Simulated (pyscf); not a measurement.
Single points on ωB97X-D3(BJ)/def2-SVP structures (PySCF, gas phase). MP2 and CC: frozen core, UHF for open shells. ΔMP2 is the change of the MP2 total energy from the triple- to the quadruple-zeta basis.

Task: Estimate the classical barrier height and the reaction energy of water (H₂O) + O atom (O) [triplet] → H atom (H•) + •O–OH at CCSD(T)/def2-TZVPP + ΔMP2(QZVPP). The step runs on the triplet surface, breaks H–O and forms O–O; take the separated reactants as zero.

Result: ΔE‡ = 75.8 kcal/mol, ΔE = +59.8 kcal/mol. Zero-point energy shifts the barrier by -3.2 kcal/mol. It is a substitution at O, with an imaginary mode of 1830i cm⁻¹. H• + •O–OH also meet on a surface of lower spin, which isn't treated here. This is the saddle that the search found; another between the same sides may lie lower. The angle at the attacked O is 163°. The CCSD(T) − MP2 part came from Ansatz, without density fitting, on the same reference. A UHF reference is spin-contaminated (<S²> up to 2.20), which harms MP2 most. Left out: the spin-orbit lowering of O.
